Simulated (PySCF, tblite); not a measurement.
Breaking a bond: SMILES C(=O)O (CH2O2). The O1–H5 bond (O1 also carries C; H5 carries nothing else) is varied alone, starting from the PBE0/def2-TZVP optimised geometry.

Levels: UKS-CAM-B3LYP = unrestricted CAM-B3LYP/6-31G (PySCF 2.14.0); GFN2-xTB, 300 K electronic temperature (tblite); RKS-PBE0 = restricted PBE0/6-31G run with PySCF; UCCSD(T) = CCSD(T) on UHF/6-31G, 3 core orbitals frozen in PySCF.

Energies relative to the lowest point of each curve near equilibrium, in mEh:

| R / Å | UKS-CAM-B3LYP | GFN2-xTB | RKS-PBE0 |
|---|---|---|---|
| 0.88 | 11.5 | 8.4 | 11.4 |
| 0.92 | 3.9 | 2.4 | 3.8 |
| 0.94 | 1.7 | 0.9 | 1.6 |
| 1.02 | 0.8 | 1.4 | 0.8 |
| 1.31 | 45.3 | 40.5 | 45.3 |
| 1.44 | 71.4 | 62.6 | 71.0 |
| 1.60 | 102.4 | 88.8 | 101.2 |
| 1.75 | 127.4 | 110.9 | 126.8 |
| 2.37 | 169.5 | 172.0 | 203.0 |
| 2.64 | 174.4 | 186.1 | 223.8 |
| 2.88 | 176.6 | 194.5 | 237.8 |
| 3.38 | 178.3 | 203.3 | 257.4 |

Q: Estimate the UCCSD(T) values at these points.

A: 0.88: 12.5; 0.92: 4.5; 0.94: 2.1; 1.02: 0.6; 1.31: 41.1; 1.44: 64.7; 1.60: 91.9; 1.75: 113.2; 2.37: 158.2; 2.64: 161.1; 2.88: 161.8; 3.38: 162.2 (mEh).

The unrestricted determinant behind UKS-CAM-B3LYP is spin-contaminated at 1.75 to 3.38 Å (<S²> up to 1.0, against 0.00 for a pure singlet). At the longest distance RKS-PBE0 leaves fractional charges on the fragments, a sign of delocalisation error or of the restricted form. The restricted form behind RKS-PBE0 keeps the bonding electrons paired and can't separate into open-shell fragments. The unrestricted determinant behind UCCSD(T) is spin-contaminated at 1.44 to 3.38 Å (<S²> up to 1.0, against 0.00 for a pure singlet).
